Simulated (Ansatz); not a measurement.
A calculation with Ansatz (development build ahead of 0.2.0).

```yaml
crystal:
  periodic: [false, false, false]
  atoms:
    - { symbol: P, position_ang: [0.59931, -0.87664, 0.02277] }
    - { symbol: P, position_ang: [1.68727, -4.98824, 5.70637] }
basis:
  gaussian: { orbitals: cc-pVDZ }
magnetization:
  spin_polarized: true
hamiltonian:
  xc: hf
correlation:
  method: ccsd_t
  frozen_orbitals: { P: 5 }
```

The input is written out in the form of the current development build from the run's settings.

Output:

```yaml
Converged: yes
Reference_energy: -681.41810 hartree
CCSD_correlation_energy: -0.16255 hartree
Triples_correction: -0.00203 hartree
Total_energy: -681.58267 hartree
T1_diagnostic: 0.003
Largest_doubles_amplitude: 0.06
```
